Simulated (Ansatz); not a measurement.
We consider litharge PbO, described by r²SCAN (Ansatz, a quantum-chemistry and plane-wave program, PAW).

Numerical settings: plane-wave cutoff 560 eV, 8×8×8 k mesh, Fermi–Dirac smearing 0.01 eV, scalar-relativistic PAW data made under PBE.

Cell (relaxed at this level):

```cif
data_O2Pb2
_chemical_formula_sum 'Pb2 O2'
_space_group_name_H-M_alt 'P 1'
_space_group_IT_number 1
_cell_length_a 3.98671
_cell_length_b 3.98671
_cell_length_c 5.33502
_cell_angle_alpha 90.000
_cell_angle_beta 90.000
_cell_angle_gamma 90.000
loop_
_space_group_symop_operation_xyz
  'x, y, z'
loop_
_atom_site_label
_atom_site_type_symbol
_atom_site_fract_x
_atom_site_fract_y
_atom_site_fract_z
_atom_site_occupancy
Pb1 Pb 0.50000 0.00000 0.77731 1
Pb2 Pb 0.00000 0.50000 0.22269 1
O1 O 0.50000 0.50000 0.00000 1
O2 O 0.00000 0.00000 0.00000 1
```

### Question
Give the computed bulk modulus, band gap and smallest direct gap on the k points sampled.

### Answer

bulk modulus: 13.0 GPa
band gap: 1.84 eV
smallest direct gap on the k points sampled: 2.53 eV

Measured, for comparison: bulk modulus 23.1 GPa (temperature not stated, not corrected to a static lattice; as tabulated in Canepa et al. (2012), arXiv:1204.2842). Computed (rounded) less measured: bulk modulus -44 % (against room or unstated temperature, where such soft solids are markedly softer).

Note: for a layered or molecular solid the relaxed cell lies over 5 % above the published volume, where the minimum can be shallow; the cell comes from a level without a dispersion term, which matters for the spacing of layers, chains or molecules; the bulk modulus comes from volumes at which shape and atoms were relaxed.

Spin–orbit coupling is not included; with these elements it can move the gap by several tenths of an eV or more.

Static lattice: no zero-point or thermal effects.
